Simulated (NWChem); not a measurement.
**PHF2 (difluorophosphine): name the method**

The species is PHF2 (4 atoms), meant as a singlet with charge 0. As SMILES, `FPF`. Geometry: relaxed at GFN2-xTB.

| atom | x (Å) | y (Å) | z (Å) |
| --- | --- | --- | --- |
| F | 1.2007 | 0.6039 | -0.2440 |
| P | -0.0208 | -0.4330 | -0.4600 |
| F | -1.1772 | 0.6655 | -0.1956 |
| H | -0.0027 | -0.8363 | 0.8997 |

Orbital energies are those of the mean-field step.

A calculation with NWChem 7.3.0 gave:

```json
{
 "total energy": "-533.5487 Eh",
 "dipole moment": "1.34 D",
 "HOMO energy": "-8.29 eV",
 "LUMO energy": "11.01 eV",
 "HOMO–LUMO gap": "19.30 eV",
 "largest force": "1.300 eV/Å"
}
```

Problem. Which of these levels gave the numbers?
A. HF/STO-3G
B. MP2/def2-SVPD
C. HF/3-21G
D. HF/def2-SVP

Solution. A. The others give -540.4933 Eh (MP2/def2-SVPD), -539.9558 Eh (HF/def2-SVP), -537.3916 Eh (HF/3-21G).
